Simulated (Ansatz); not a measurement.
Job for Ansatz (a quantum-chemistry and plane-wave program): R-PBE/def2-TZVPPD on H4O2 (a complex). Files ending in .json are basis or fitting sets from the Basis Set Exchange.

Ansatz 0.2 input:
```yaml
crystal:
  periodic: [false, false, false]
  atoms:
    - {symbol: O, position_ang: [-2.02727989, -0.03967253, 0.00604695]}
    - {symbol: H, position_ang: [-2.34727689, 0.86316347, -0.01538405]}
    - {symbol: H, position_ang: [-1.06756289, 0.05850847, 0.00132395]}
    - {symbol: O, position_ang: [1.94957711, 0.03483647, -0.00574305]}
    - {symbol: H, position_ang: [2.32619811, -0.40354353, 0.76038195]}
    - {symbol: H, position_ang: [2.32184111, -0.44137653, -0.75114505]}
basis:
  gaussian:
    orbitals: def2-TZVPPD.json
hamiltonian:
  xc: {name: PBE}
scf: {lower_state_search: off}
```

The log:

```
WARN ansatz: RAYON_NUM_THREADS=1 ignored (pool sized by the plan → 1); use --threads N
Functional definition: PBE
these checks for a lower state are left out or cut short: stability, starts, cluster_reference, orbital_swaps, neighbouring_geometries, increment
integrals: 0.03 GiB planned
604 factors; their error is unknown
mean field: 0.32 GiB planned
mean field evaluation 1: about -4145.9216 eV, gradient 8.4e1 eV
mean field evaluation 2: about -4089.5991 eV, gradient 1.8e2 eV
mean field evaluation 4: about -4157.0930 eV, gradient 2.2e0 eV
mean field evaluation 8: about -4157.0911 eV, gradient 3.2e-1 eV
mean field evaluation 16: about -4157.0912 eV, gradient 3.3e-6 eV
mean field -4157.09120666 eV, -152.7702840671 hartree, gradient 3.3e-6 eV, S^2 0.000000; 0 other end points of the search recorded, 0 dependent functions left out
reference -4157.09126402 eV, -152.7702861751 hartree; 10, 10 occupied and 138, 138 virtual orbitals, 604 factors
Total energy: -4157.09126402 eV, -152.7702861751 hartree
Checks for a lower state left out: stability, starts, cluster_reference, orbital_swaps, neighbouring_geometries, increment
```

Self-consistency was reached.

Cost: roughly 1.0 core-seconds.
